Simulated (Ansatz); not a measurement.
A ladder of methods for C2F2 (SMILES FC#CF)

C2F2, singlet, SMILES `FC#CF`. Each level relaxes the structure for itself.

Each level gives the zero-point energy at each level's own minimum (kJ/mol). The values are calculated.

| level | kind | program | value (kJ/mol) |
| --- | --- | --- | --- |
| HF/STO-3G | Hartree–Fock | Ansatz | 41.2 |
| HF/3-21G | Hartree–Fock | Ansatz | 40.7 |
| HF/6-31G* (Cartesian functions) | Hartree–Fock | Ansatz | 40.1 |
| HF/6-31G** (Cartesian functions) | Hartree–Fock | Ansatz | 40.1 |
| HF/cc-pVTZ | Hartree–Fock | Ansatz | 40.6 |
| PBE/def2-SVP | GGA | Ansatz | 33.0 |
| BLYP/cc-pVTZ | GGA | Ansatz | 32.6 |
| PBE0-D4/def2-TZVP | global hybrid | Ansatz | 36.2 |
| B3LYP/6-31G* (Cartesian functions) | global hybrid | Ansatz | 34.2 |
| wB97X-V/def2-TZVP | range-separated hybrid | Ansatz | 36.5 |

Harmonic and unscaled. The values span 32.6 to 41.2 kJ/mol.
